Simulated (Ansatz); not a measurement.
Ansatz (a program for electronic structure) input (B3LYP/6-31G*):

Ansatz 0.2 input:
```yaml
crystal:
  periodic: [false, false, false]
  atoms:
    - {symbol: C, position_ang: [-0.28170164, -0.37126131, 1.21055790]}
    - {symbol: N, position_ang: [-0.20110412, 0.52122372, 0.02418755]}
    - {symbol: C, position_ang: [0.26477910, -0.20735693, -1.13304553]}
    - {symbol: H, position_ang: [0.75350604, -0.46325612, 1.65672878]}
    - {symbol: H, position_ang: [-0.83949356, 0.21066132, 1.98477277]}
    - {symbol: H, position_ang: [0.43522985, 1.34357190, 0.10481392]}
    - {symbol: H, position_ang: [1.27633089, -0.67875870, -1.03327084]}
    - {symbol: H, position_ang: [0.31401501, 0.44898824, -2.02978098]}
    - {symbol: H, position_ang: [-0.43032410, -1.03806319, -1.31765075]}
basis:
  gaussian:
    orbitals: 6-31G*
hamiltonian:
  xc: {name: B3LYP}
total_charge: -1
phonons: {temperatures: {t_min: 298.15, t_max: 298.15, t_step: 100}}
```

Problem. Which harmonic wavenumbers does it give?

Solution. 266, 275, 444, 727, 921, 967, 1100, 1141, 1205, 1242, 1424, 1442, 1484, 1517, 1548, 2646, 2779, 2809, 2875, 3011, 3049 cm⁻¹ (unscaled; negative means imaginary).
